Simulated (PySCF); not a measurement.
Atoms are numbered as in `[CH3:1][CH2:2][C:3]([CH3:4])([CH3:5])[F:6]`; H(Xn) means a hydrogen on atom n.

GIAO PBE0/pcSseg-1 shifts (PySCF, gas phase, non-relativistic, equivalent atoms averaged), each against references optimised in the same way as the molecule (TMS, CFCl3).

On the GFN2-xTB geometry: C3 95.5, C2 38.0, C4/C5 28.7, C1 9.8, F6 -187.7, H(C2) 1.51, H(C4)/H(C5) 1.33, H(C1) 1.13 ppm.

What changes on the PBE0-D3(BJ)/def2-SVP geometry?

Answers


```
      atoms  δ (ppm)  change
         C3     91.5    -4.0
         C2     36.3    -1.7
      C4/C5     27.8    -0.9
         C1      9.1    -0.7
         F6   -181.0    +6.7
      H(C2)     1.32   -0.19
H(C4)/H(C5)     1.24   -0.09
      H(C1)     1.06   -0.07
```

Unscaled 19F shifts against computed CFCl3 carry errors that often reach 10 to 50 ppm.

Bonds between heavy atoms that differ most (equivalent bonds averaged): C3–C4 1.526 → 1.518 Å, C2–C3 1.534 → 1.528 Å, C1–C2 1.525 → 1.520 Å. Mean change of bonds to hydrogen: C–H +0.013 Å. The two structures also differ in conformation, which adds to the changes.
